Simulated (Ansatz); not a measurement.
BH3NO, SMILES `N[B]O` radical at its PBE0-D4/def2-TZVP geometry, where that method's forces vanish. Total charge 0; spin multiplicity 2.

| atom | x (Å) | y (Å) | z (Å) |
| --- | --- | --- | --- |
| N1 | -0.1271 | -0.9037 | 0.3636 |
| B2 | 0.3502 | 0.3980 | 0.2675 |
| O3 | 0.0015 | 1.2329 | -0.7460 |
| H4 | 0.1285 | -1.5219 | 1.1102 |
| H5 | -0.7604 | -1.3029 | -0.3143 |
| H6 | 0.4073 | 2.0977 | -0.6811 |

Task: For each bond, give half the difference of the two atoms' forces along it (eV/Å; positive pushes the atoms apart) under PBE-D4, r2SCAN-D4, B3LYP-D4, ωB97M-V in def2-TZVPP. (An estimate is asked.)

Result: The calculation gave: 
| bond | length (Å) | PBE-D4 | r2SCAN-D4 | B3LYP-D4 | ωB97M-V |
| --- | --- | --- | --- | --- | --- |
| N1–B2 | 1.390 | 0.01 | 0.07 | 0.01 | 0.07 |
| N1–H4 | 1.002 | 0.17 | -0.03 | -0.03 | -0.07 |
| N1–H5 | 1.010 | 0.24 | 0.00 | 0.03 | -0.03 |
| B2–O3 | 1.359 | 0.28 | 0.19 | 0.10 | 0.08 |
| O3–H6 | 0.958 | 0.33 | -0.02 | -0.03 | -0.08 |

B3LYP here is the variant with VWN-RPA as its local correlation; programs differ in this.

Program: Ansatz 0.2.0.
